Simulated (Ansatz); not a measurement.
`C/N=C/S` from Hartree–Fock to CCSD(T)

Cartesian coordinates in Å:
```
C -1.381 0.387 0.368
N -0.162 0.678 -0.338
C 0.780 -0.146 -0.252
S 2.294 0.146 -1.088
H -1.351 -0.560 0.927
H -1.596 1.201 1.066
H -2.210 0.351 -0.343
H 0.734 -1.077 0.330
H 2.892 -0.979 -0.670
```

Charge 0, multiplicity 1. The structure was optimised at the PBE0-D4/def2-TZVP level. It is one conformer, not always the lowest. Frozen core, restricted reference, the Gaussian-basis code of Ansatz. CBS rows extrapolate triple and quadruple zeta; past MP2 they add the triple-zeta difference.

```tsv
basis	HF (Eh)	MP2 corr.	CCSD corr.	(T)	CCSD(T) total
def2-SVP	-530.37037	-0.57148	-0.61590	-0.02107	-531.00734
def2-TZVPP	-530.66316	-0.71410	-0.75187	-0.03475	-531.44978
def2-QZVPP	-530.68086	-0.76500	–	–	–
CBS(def2)	-530.68329	-0.80270	-0.84046	as TZ	-531.55850
```
